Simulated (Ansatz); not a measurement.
**SiH (quartet): the correlation ladder at distance Si1–H2 = 1.197 Å, cc-pVTZ**

Aim: climb from Hartree-Fock through coupled cluster and multireference methods for SiH (quartet) at one geometry and basis, and see what each rung misses.

Program: Ansatz 0.2.0, Gaussian basis. Level of theory: cc-pVTZ, core rule «outside noble gas», up to 5 orbitals frozen. These are calculated values, not measurements.

Plan: UHF; CCSD(T) on ROHF; CCSD(T) on UHF; BCCD(T) on ROHF; CISD; CCSDT(Q) on ROHF; CCSDT(Q) on UHF; CASSCF and MRCISD+Q, 5 electrons in 5 orbitals; CASSCF and NEVPT2, 5 electrons in 5 orbitals; Full CI.

18 further runs of the same task are left out: 1 for a mislabelled method, 11 that didn't finish, 6 set aside as unsound or not needed.

### Step 1. The system

The geometry derives from a PBE0/def2-TZVP stationary point (not a proven minimum). One bond is set to the value named and the two fragments are kept rigid.

2 atoms, charge 0, spin multiplicity 4.

Atoms are counted from 1 here; the program's logs count them from 0.

Bond lengths: Si1–H2 1.197 Å.

### Step 2. UHF

Input file in.yaml:

```yaml
crystal:
  periodic: [false, false, false]
  atoms:
    - {symbol: Si, position_ang: [0.000000, 0.000000, 0.000000]}
    - {symbol: H, position_ang: [0.000000, 0.000000, 1.197000]}
basis:
  gaussian: {orbitals: cc-pVTZ}
magnetization: {spin_polarized: true, initial_magnetization: 3}
hamiltonian: {xc: hf}
output: {orbitals: {seedname: orbitals}}
```

Run with:

```sh
$ ansatz run in.yaml --threads 1 --pin off --events-out ev --progress --plain --max-ram 2393MiB
```

Further steps of the session: CCSD(T) on ROHF; CCSD(T) on UHF; BCCD(T) on ROHF; CISD; CCSDT(Q) on ROHF; CCSDT(Q) on UHF; CASSCF and MRCISD+Q, 5 electrons in 5 orbitals; CASSCF and NEVPT2, 5 electrons in 5 orbitals; Full CI.

**Question.** What will the summary of the whole plan be? Wanted: FCI below the RHF energy; RMP2 from FCI; UMP2 from FCI; RCCSD from FCI; RCCSD(T) from FCI; UCCSD(T) from FCI; RCCSDT(Q) from FCI; UCCSDT(Q) from FCI; NEVPT2 valence from FCI.

As calculated:

| quantity | value |
| --- | --- |
| FCI below the RHF energy | -2.2012 eV |
| RMP2 from FCI | +50.8 kJ/mol |
| UMP2 from FCI | +50.5 kJ/mol |
| RCCSD from FCI | +8.0 kJ/mol |
| RCCSD(T) from FCI | +1.8 kJ/mol |
| UCCSD(T) from FCI | +1.6 kJ/mol |
| RCCSDT(Q) from FCI | 0.0 kJ/mol |
| UCCSDT(Q) from FCI | -0.2 kJ/mol |
| NEVPT2 valence from FCI | +55.5 kJ/mol |
| MRCISD+Q valence from FCI | +2.4 kJ/mol |
| levels within 1 kcal/mol (43 meV) | RCCSD(T), UCCSD(T), BCCD(T), RCCSDT, UCCSDT, RCCSDT(Q), UCCSDT(Q), MRCISD+Q valence |
| T1 diagnostic | 0.026 |
| effectively unpaired electrons | 3.01 |

RCCSD(T) misses by +1.8 kJ/mol, 0.9 % of the correlation energy. UCCSDT(Q) falls below full CI: unrestricted runs freeze a spin-polarised core, another one than full CI's, and coupled cluster isn't variational. One determinant dominates. Of the multireference levels listed MRCISD+Q valence comes nearest in total energy (+2.4 kJ/mol), which doesn't show that its space is the better one. These misses are within one basis, not against nature; the frozen cores of restricted and unrestricted runs differ, which can shift their rows.
